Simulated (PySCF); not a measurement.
**Vibration and rotation of PH⁻**

UHF-CCSD(T) constants of PH⁻, ²Π (doublet), unpaired electrons π ↑ (P def2-TZVPPD, H def2-TZVPPD; no relativity (PySCF 2.14); masses 30.9738 and 1.0078 u):

| Item | Value |
| --- | --- |
| ωe | 2236.7 cm⁻¹ |
| ωexe | 47.6 cm⁻¹ |
| Be | 8.3265 cm⁻¹ |
| αe | 0.274 cm⁻¹ |

(1) What force constant and bond length do these constants imply?

(2) Estimate the centrifugal constant D from the Kratzer relation and find the Dunham coefficient a1.

Correlated steps freeze 5 core orbitals. The state was picked by a PBE0 search and need not be the measured ground state.

## Answers

(1) Reduced mass μred = 0.97607 u; k = 5.8918×10⁻⁷·μred·ωe² (u, cm⁻¹, mdyn/Å) = 2.88 mdyn/Å; Re = √(16.8576/(μred·Be)) (u, cm⁻¹, Å) = 1.440 Å.

(2) D = 4Be³/ωe² = 0.000462 cm⁻¹; a1 = −1 − αeωe/(6Be²) = -2.47.
